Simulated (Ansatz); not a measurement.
Two isomers of C7H8: A = `C=C1C=CCC=C1`, B = `C1=CC=CCC=C1`.

Gas-phase electronic energies from Ansatz, PBE0-D4/def2-TZVP geometries. CBS: MP2 limit from def2 TZ/QZ plus the TZ coupled-cluster correction, frozen cores. Functionals use def2-TZVPP. B3LYP here is the variant with VWN-RPA as its local correlation; programs differ in this.

Problem. Which isomer does CCSD(T)/CBS put lower? Give the gap. (Estimate.)

Solution. The calculation gave: A, by 16.2 kJ/mol.

Problem. Give E(B) − E(A) in kJ/mol with r2SCAN-D4, HF/def2-TZVPP, LDA (SPW92), MP2/def2-TZVPP, B3LYP-D4, CCSD(T)/def2-TZVPP, B3LYP. (Best estimate.)

Solution. Computed: r2SCAN-D4 16.2, HF/def2-TZVPP 33.6, LDA (SPW92) 12.7, MP2/def2-TZVPP 6.2, B3LYP-D4 16.1, CCSD(T)/def2-TZVPP 16.5, B3LYP 19.2. None reverses the order clearly.

Problem. Does the order hold for the free energy at 298.15 K (harmonic terms from PBE0-D4)? (An estimate is asked.)

Solution. Computed: Yes: G(B) − G(A) = +17.8 kJ/mol.

Largest T1 diagnostic: 0.011.

From BLYP to BHLYP (50 % exact exchange), in def2-TZVPP and without D4, E(B) − E(A) moves by +4.9 kJ/mol. Leaving LDA and LC-ωPBE aside and taking each functional with its dispersion term where it has one, the values, not all of them listed here, spread over 8.3 kJ/mol, from revPBE-D4 to BHLYP-D4.
